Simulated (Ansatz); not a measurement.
Scan of AlH2⁺, triplet

Starting geometry (PBE0/def2-TZVP stationary point for this spin, not checked as a minimum):

```xyz
3

Al    0.0000    0.0000   -0.1021
H     0.0000    0.8996    1.3665
H     0.0000   -0.8996    1.3665
```

From there the angle named below is changed in its plane at fixed bond lengths, both arms turning rigidly about the middle atom; atoms are numbered as listed. Energies are in eV, counted from the starting geometry at the same level.

Basis aug-cc-pVTZ; Ansatz 0.2.0. Correlated methods freeze the noble-gas cores. R marks a restricted (for open shells ROHF) determinant, U an unrestricted one.

Unrestricted rows (U) aren't spin-pure: their determinants' ⟨S²⟩ exceeds S(S+1) by up to 0.14, so they mix in states of higher spin. HF rows: RHF is the determinant under the cluster runs. Coupled cluster chose its determinant by a search with trial CCSD, here up to 0.10 eV above the lowest Hartree–Fock solution of its kind, and MP2 stands on that determinant too.

Full CI is exact within this basis and frozen core; it isn't the basis-set limit. The frozen core follows each run's orbitals, which can shift R against U totals by a few meV.

```json
{"angle H2-Al1-H3 (°)": "63.0", "full CI": "0.000", "unpaired electrons (full CI)": "2.03", "error RHF": "0.000", "error RMP2": "0.000", "error RCCSD": "0.000", "error RCCSD(T)": "0.000", "error UCCSD(T)": "0.000", "error UCCSDT(Q)": "0.000"}
{"angle H2-Al1-H3 (°)": "70.5", "full CI": "0.025", "unpaired electrons (full CI)": "2.03", "error RHF": "0.017", "error RMP2": "0.003", "error RCCSD": "-0.001", "error RCCSD(T)": "0.000", "error UCCSD(T)": "0.000", "error UCCSDT(Q)": "0.000"}
{"angle H2-Al1-H3 (°)": "86.6", "full CI": "0.178", "unpaired electrons (full CI)": "2.03", "error RHF": "0.067", "error RMP2": "0.017", "error RCCSD": "-0.001", "error RCCSD(T)": "0.000", "error UCCSD(T)": "0.000", "error UCCSDT(Q)": "0.000"}
{"angle H2-Al1-H3 (°)": "105.7", "full CI": "0.472", "unpaired electrons (full CI)": "2.04", "error RHF": "0.137", "error RMP2": "0.041", "error RCCSD": "0.002*", "error RCCSD(T)": "0.001*", "error UCCSD(T)": "0.001", "error UCCSDT(Q)": "0.000"}
{"angle H2-Al1-H3 (°)": "119.8", "full CI": "0.742", "unpaired electrons (full CI)": "2.04", "error RHF": "0.185", "error RMP2": "0.062", "error RCCSD": "0.005*", "error RCCSD(T)": "0.001*", "error UCCSD(T)": "0.001", "error UCCSDT(Q)": "0.000"}
{"angle H2-Al1-H3 (°)": "140.2", "full CI": "1.200", "unpaired electrons (full CI)": "2.05", "error RHF": "0.233", "error RMP2": "0.100", "error RCCSD": "0.008*", "error RCCSD(T)": "0.002*", "error UCCSD(T)": "0.002", "error UCCSDT(Q)": "0.000"}
{"angle H2-Al1-H3 (°)": "155.2", "full CI": "1.584", "unpaired electrons (full CI)": "2.06", "error RHF": "0.197", "error RMP2": "0.164", "error RCCSD": "0.006", "error RCCSD(T)": "0.001", "error UCCSD(T)": "0.002", "error UCCSDT(Q)": "0.000"}
{"angle H2-Al1-H3 (°)": "180.0", "full CI": "2.111", "unpaired electrons (full CI)": "2.05", "error RHF": "-0.088", "error RMP2": "0.051", "error RCCSD": "-0.001", "error RCCSD(T)": "0.000", "error UCCSD(T)": "0.001", "error UCCSDT(Q)": "0.001"}
```

An asterisk marks runs whose energy the program itself flagged as in doubt.

Unpaired electrons are Σ n²(2−n)² over natural occupations. Errors are those of relative energies. In total energy the starting point itself misses full CI by: RHF 1.933, RMP2 0.462, RCCSD 0.057, RCCSD(T) 0.014, UCCSD(T) 0.012, UCCSDT(Q) -0.001 eV.

Spread of the error over the points with a reference, to 180.0 ° (largest less smallest): UCCSDT(Q) 0.001, UCCSD(T) 0.002, RCCSD(T) 0.002, RCCSD 0.009, RMP2 0.164, RHF 0.321 eV.
